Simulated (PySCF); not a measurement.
State search for SH

Unrestricted PBE0; basis H def2-SVPD, S def2-SVPD; no relativity; PySCF 2.14. Outer shells of the fragments: H 1s1; S 3s2 3p4.

Followed along the bond (rough minima from three points):

```
2Ms+1   unpaired  ⟨S²⟩ at the start  R at minimum (Å)  Te (eV)
    2        π ↑               0.75              1.35     0.00
    4  σ ↑, π ↑↑               3.75  none in the scan   ≤ 5.21
```

Solutions found at the starting distance of 1.305 Å, counted from the lowest of them; the search is not exhaustive and high or unbound solutions are not listed, so other states can lie among these:

```tsv
2Ms+1	unpaired	term	E (eV)	⟨S²⟩	⟨Lz²⟩	μ (D)
2	π ↑	²Π	0.00	0.75	1.01	-0.83
2	σ ↑	²Σ⁺	3.96	0.76	0.00	-1.02
4	σ ↑, π ↑↑	⁴Σ⁻	5.81	3.75	0.00	0.89
2	σ ↓, π ↑↑	mixed	6.26	1.76	0.00	1.46
4	π ↑↑↑	⁴Π	8.13	3.76	1.00	-0.60
4	σ ↑↑, π ↑	⁴Π	8.90	3.76	1.01	0.61
```

A term symbol is given only where ⟨S²⟩ and ⟨Lz²⟩ are close to those of a pure state; real π, δ and φ orbitals otherwise mix terms. A positive dipole means H(−)S(+).

Counting both spins, an empty level lies below a filled one in some of these solutions, because spin and occupation are held.
